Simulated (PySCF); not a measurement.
Mg2: from constants to spectrum

MN15 constants of Mg2, ¹Σg⁺ (singlet), closed shell (Mg x2c-SVPall; spin-free X2C with a Gaussian nucleus (PySCF 2.14); masses 23.9850 and 23.9850 u):

* ωe: 46.5 cm⁻¹
* ωexe: 0.297 cm⁻¹
* Be: 0.082361 cm⁻¹
* αe: 0.00179 cm⁻¹
* De to Mg + Mg: 0.091 eV

Q: What force constant and bond length do these constants imply?

A: Reduced mass μred = 11.993 u; k = 5.8918×10⁻⁷·μred·ωe² (u, cm⁻¹, mdyn/Å) = 0.0153 mdyn/Å; Re = √(16.8576/(μred·Be)) (u, cm⁻¹, Å) = 4.131 Å.

Q: Estimate the centrifugal constant D from the Kratzer relation and find the Dunham coefficient a1.

A: D = 4Be³/ωe² = 1.03e-06 cm⁻¹; a1 = −1 − αeωe/(6Be²) = -3.05.

Closed-shell solutions of metal pairs were not tested for spin polarisation, which can lower them a little. The bond is weak. Basis-set superposition, not corrected here, can be much of De in a small basis, most of all at correlated wavefunction levels. Functionals without a dispersion term scatter widely for such bonds, and LDA overbinds them.
